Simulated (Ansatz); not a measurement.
# C2H5Cl (chloroethane): the vertical energy of the triplet above the singlet from total energies

The species is C2H5Cl (8 atoms), meant as a singlet with charge 0. SMILES: `CCCl`. Geometry: relaxed at PBE0-D4/def2-TZVP.

Both states at this one shape; open shells run unrestricted unless said. 1 Eh = 27.2114 eV.

| level | program | singlet C2H5Cl (Eh) | triplet C2H5Cl (Eh) |
| --- | --- | --- | --- |
| HF/6-311+G** | Ansatz | -538.179966 | -537.928226 |
| PBE0/6-311+G** | Ansatz | -539.206805 | -538.957433 |
| MP2/6-311+G**, 7 core orbitals frozen | Ansatz | -538.628388 | -538.365579 |
| CCSD/6-311+G**, 7 core orbitals frozen | Ansatz | -538.669407 | -538.411217 |

**Question.** Work out the vertical gap, second state less first, at each level.

**Answer.** 
1. HF/6-311+G**: -537.928226 − (-538.179966) = 0.251740 Eh = 6.85 eV.
2. PBE0/6-311+G**: -538.957433 − (-539.206805) = 0.249372 Eh = 6.79 eV.
3. MP2/6-311+G**: -538.365579 − (-538.628388) = 0.262809 Eh = 7.15 eV.
4. CCSD/6-311+G**: -538.411217 − (-538.669407) = 0.258190 Eh = 7.03 eV.

No measured value is set beside it here; the levels span 6.79 to 7.15 eV.
